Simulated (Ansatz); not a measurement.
A made-up structure of SiNH₂, doublet:

```xyz
4
angstrom
N 0.1522 0.8469 0.0032
Si 0.1857 -0.7452 0.0758
H 1.1958 -1.7012 0.3625
H -0.7853 1.1667 -0.2401
```

It is relaxed with PBE-D4/def2-SVP and then PBE0-D4/def2-TZVP (Ansatz 0.2.0). Atoms count as bonded within 1.22 times the sum of their covalent radii (H–H: 0.88 Å). The end point is not checked to be a true minimum.

(1) Does its bonding change? (A judgement: the text doesn't fix the answer.)

## Answers

(1) Computed: No: no bond forms or breaks.

Where it ends: The first stage lowers the energy by 0.47 eV in 7 steps. It ends as SiNH₂ ([NH][SiH]):
N1  (0.049, 0.648, -0.014)
Si2  (-0.018, -0.944, 0.033)
H3  (1.340, -1.512, 0.391)
H4  (-0.622, 1.374, -0.208)
(Å)

Labels in which every atom is bracketed show which atoms are joined, not bond orders.

For scale, one of the runs: PBE0-D4/def2-TZVP relaxation, 80 basis functions, launched by `ansatz run in.yaml --threads 2 --pin off --events-out ev --progress --plain --max-ram 4352MiB`. The run took about 14 s on 2 CPU threads of an Intel Xeon Platinum 8259CL (shared host).
